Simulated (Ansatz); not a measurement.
This Ansatz (an electronic-structure program) input (wB97M-V/cc-pVTZ) gives -114.50172 Eh with 88 basis functions.

Ansatz 0.2 input:
```yaml
crystal:
  periodic: [false, false, false]
  atoms:
    - {symbol: O, position_ang: [-0.00091616, -0.01015443, 0.67280603]}
    - {symbol: C, position_ang: [0.00071614, 0.00793741, -0.52591197]}
    - {symbol: H, position_ang: [-0.00265489, 0.95544190, -1.09932737]}
    - {symbol: H, position_ang: [0.00568738, -0.92183092, -1.12764904]}
basis:
  gaussian:
    orbitals: cc-pVTZ
    final_grid: {core_spheres: 4, valence_spheres: 3, degree: 11}
hamiltonian:
  xc: {name: wB97M-V}
magnetization: {spin_polarized: false}
```

Change:
```diff
- final_grid: {core_spheres: 4, valence_spheres: 3, degree: 11}
+ final_grid: {core_spheres: 10, valence_spheres: 9, degree: 29}
```

Problem. What does the run give now?

Solution. -114.50234 Eh (wB97M-V/cc-pVTZ, 88 functions), a change of -0.62 mEh.
